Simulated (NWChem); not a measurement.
# PH2F (phosphinous fluoride(8ci,9ci)): Slater/cc-pVDZ

What is the vertical singlet–triplet gap of PH2F (phosphinous fluoride(8ci,9ci)) at Slater/cc-pVDZ? 

The results are computed with NWChem 7.3.0.

2 further runs of the same task are left out: 1 that didn't finish, 1 set aside as unsound or not needed.

### 1 The structure to begin with

The species is PH2F (4 atoms), meant as a singlet with charge 0. As SMILES, `FP`. The shape is that of a GFN2-xTB optimisation.

Bond lengths: F1–P2 1.632 Å, P2–H3 1.406 Å, P2–H4 1.406 Å. Angles: F1–P2–H3 93.5°, F1–P2–H4 93.5°, H3–P2–H4 91.6°.

### 2 Energy and forces at Slater/cc-pVDZ

run.nw

```
start run
title "phosphinous fluoride(8ci,9ci)"
memory 2200 mb
geometry noautosym nocenter
zmatrix
  F
  P 1 r2
  H 2 r3 1 a3
  H 2 r4 3 a4 1 d4
variables
  r2 1.631742
  r3 1.4059
  a3 93.52712
  r4 1.405913
  a4 91.56254
  d4 93.62531
end
end
basis spherical bse
* library cc-pVDZ
end
dft
xc slater
grid coarse
end
task dft gradient
```

The run is started by

```bash
$ nwchem run.nw > run.out
```

The program printed:

```text
[...]
          Wavefunction type:  closed shell.
          No. of atoms     :     4
          No. of electrons :    26
[...]
          Charge           :     0
          Spin multiplicity:     1
[...]
          AO basis - number of functions:    42
[...]
              XC Information
              --------------
                        Slater Exchange Functional  1.000 local
             Grid Information
             ----------------
          Grid used for XC integration:  coarse
          Radial quadrature: Mura-Knowles
          Angular quadrature: Lebedev.
[...]
 d= 0,ls=0.0,diis     1   -438.5014466187 -4.98D+02  3.08D-02  7.03D-01     0.5
[...]
 d= 0,ls=0.0,diis     8   -438.5580928893  1.81D-08  9.26D-06  5.95D-07     2.1
         Total DFT energy =     -438.558092889315
      One electron energy =     -730.598090508862
           Coulomb energy =      262.978744530966
    Exchange-Corr. energy =      -30.567767391444
 Nuclear repulsion energy =       59.629020480024
[...]
  wavefunction    = closed shell
                         DFT ENERGY GRADIENTS
    atom               coordinates                        gradient
                 x          y          z           x          y          z
   1 F       0.000000   0.000000   0.000000    0.006357  -0.006567   0.025612
   2 P       0.000000   0.000000   3.083545    0.022976  -0.023689  -0.006628
   3 H       2.651733   0.000000   3.246992   -0.029772   0.000489  -0.009489
   4 H      -0.082640  -2.650488   3.246700    0.000439   0.029766  -0.009495
[...]
```

Wall time 4.2 s (1 thread of AMD EPYC 9R45 (Zen 5), shared host); peak memory 0.11 GiB.

### 3 The triplet, same level

job.nw

```
start job
title "FH2P"
memory 2200 mb

geometry units angstroms noautosym nocenter noautoz
   F        1.160540       0.668850      -0.222660
   P       -0.072030      -0.369080      -0.479670
   H       -1.053910       0.574260      -0.129560
   H       -0.034600      -0.874030       0.831900
end

basis "ao basis" spherical bse
   * library cc-pVDZ
end

dft
   xc slater
   mult 3
   grid coarse
   maxiter 150
   print medium
end

task dft gradient
```

The run is started by

```bash
$ nwchem job.nw > job.out
```

The program printed:

```text
[...]
          Wavefunction type:  spin polarized.
          No. of atoms     :     4
          No. of electrons :    26
[...]
          Charge           :     0
          Spin multiplicity:     3
[...]
          AO basis - number of functions:    42
[...]
              XC Information
              --------------
                        Slater Exchange Functional  1.000 local
             Grid Information
             ----------------
          Grid used for XC integration:  coarse
          Radial quadrature: Mura-Knowles
          Angular quadrature: Lebedev.
[...]
 d= 0,ls=0.0,diis     1   -438.3306774809 -4.98D+02  3.10D-02  2.01D-01     0.5
[...]
 d= 0,ls=0.0,diis     9   -438.4098823470 -7.27D-08  6.40D-06  4.10D-08     2.4
[...]
         Total DFT energy =     -438.409882347048
      One electron energy =     -730.032920444040
           Coulomb energy =      262.552382315166
    Exchange-Corr. energy =      -30.558366079521
 Nuclear repulsion energy =       59.629021861347
[...]
      <S2> =      2.0032 (Exact =     2.0000)
[...]
  wavefunction    = open shell
                         DFT ENERGY GRADIENTS
    atom               coordinates                        gradient
                 x          y          z           x          y          z
   1 F       2.193103   1.263943  -0.420766   -0.050522  -0.041034  -0.008265
   2 P      -0.136117  -0.697460  -0.906445    0.046033   0.039199   0.010263
   3 H      -1.991601   1.085194  -0.244833    0.020520  -0.025047   0.016239
   4 H      -0.065385  -1.651677   1.572063   -0.016031   0.026882  -0.018237
[...]
```

Run time: 4.5 s. Hardware: 1 thread of AMD EPYC 9R45 (Zen 5), shared host; peak memory 0.11 GiB.

### 4 Outcome

Level: Slater/cc-pVDZ.

```
                                        quantity          value
                           singlet: total energy  -438.55809 Eh
                          singlet: dipole moment         1.38 D
                            singlet: HOMO energy       -5.10 eV
                            singlet: LUMO energy       -0.37 eV
                          singlet: HOMO–LUMO gap        4.72 eV
               singlet: largest force on an atom     1.731 eV/Å
                           triplet: total energy  -438.40988 Eh
                          triplet: dipole moment         1.20 D
     triplet: HOMO energy (highest over α and β)       -1.27 eV
                                   triplet: ⟨S²⟩          2.003
               triplet: largest force on an atom     3.374 eV/Å
vertical energy of the triplet above the singlet       4.033 eV
```

What this shows: At this shape the triplet lies 4.03 eV (93 kcal/mol) above the singlet. The largest force (singlet) is 1.73 eV/Å: the shape isn't a stationary point for this species at this level.
